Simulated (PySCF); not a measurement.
A PySCF script (with the pyscf-properties extension) for the NMR shieldings of `C=CCPC`, C4H9P, on a GFN2-xTB geometry:

```python
import basis_set_exchange as bse
import numpy as np
from pyscf import gto, dft
from pyscf.prop import nmr

atoms = """
C     1.640746    0.353082    0.934286
C     1.149704   -0.642103    0.214758
C     0.510763   -0.480725   -1.115764
P    -1.360368   -0.612924   -1.032177
C    -1.699122    0.760028    0.160615
H     2.074698    0.194483    1.907135
H     1.642619    1.367515    0.568988
H     1.159215   -1.652047    0.606349
H     0.842376   -1.261852   -1.804905
H     0.741016    0.491751   -1.558925
H    -1.369388   -1.628775   -0.063943
H    -1.632858    1.710072   -0.368383
H    -2.711392    0.648962    0.543409
H    -0.988687    0.752061    0.986391
"""
names = dict.fromkeys(["C", "P", "H"], "pcSseg-1")
basis = {el: gto.basis.parse(bse.get_basis(n, elements=[el], fmt="nwchem")) for el, n in names.items()}
mol = gto.M(atom=atoms, basis=basis, charge=0, verbose=0)
mf = dft.RKS(mol, xc="PBE0")
mf.grids.level = 2
mf.grids.alignment = dft.numint.BLKSIZE   # the property module wants whole blocks of grid points
mf.conv_tol = 1e-9
mf.kernel()

calc = nmr.RKS(mf)   # GIAO
C = mf.mo_coeff
Co = C[:, mf.mo_occ > 0]
resp = mf.gen_response(singlet=True, hermi=2)
def vind(x):   # induced exchange potential for any number of trial vectors
    d = np.einsum("pi,xij,qj->xpq", C, 2 * x.reshape(-1, C.shape[1], Co.shape[1]), Co, optimize=True)
    return np.einsum("xpq,pi,qj->xij", resp(d - d.transpose(0, 2, 1)), C, Co, optimize=True).ravel()
mo1, _ = nmr.rhf.solve_mo1(calc, with_cphf=vind)
sigma = calc.kernel(mo1)
for i, s in enumerate(sigma):   # ppm
    w = np.linalg.eigvalsh((s + s.T) / 2)
    print("%2d %-2s iso %8.1f  s11 %8.1f  s22 %8.1f  s33 %8.1f" % (i, mol.atom_pure_symbol(i), w.mean(), *w))
```

Question: Give the expected output.

Answer: 
```
 0 C  iso     66.0  s11    -43.8  s22     84.4  s33    157.3
 1 C  iso     44.3  s11    -69.7  s22     48.7  s33    153.8
 2 C  iso    155.0  s11    144.7  s22    150.4  s33    169.9
 3 P  iso    438.0  s11    397.8  s22    409.7  s33    506.6
 4 C  iso    183.0  s11    171.6  s22    186.1  s33    191.3
 5 H  iso     26.3  s11     23.2  s22     25.6  s33     30.2
 6 H  iso     26.7  s11     22.6  s22     26.0  s33     31.6
 7 H  iso     26.0  s11     23.3  s22     26.4  s33     28.2
 8 H  iso     29.2  s11     24.0  s22     27.5  s33     36.0
 9 H  iso     30.0  s11     26.2  s22     28.2  s33     35.8
10 H  iso     29.1  s11     24.9  s22     27.2  s33     35.2
11 H  iso     31.4  s11     27.3  s22     27.8  s33     39.0
12 H  iso     30.9  s11     26.0  s22     27.7  s33     39.1
13 H  iso     30.0  s11     25.0  s22     29.5  s33     35.5
```

These numbers come from an equivalent density-fitted implementation of the same equations, which agrees with the script to about 0.01 ppm for H and up to a few tenths of a ppm for heavy atoms, so last digits may differ.

Size and cost of the density-fitted run: 137 basis functions, of the order of 30 core-seconds.
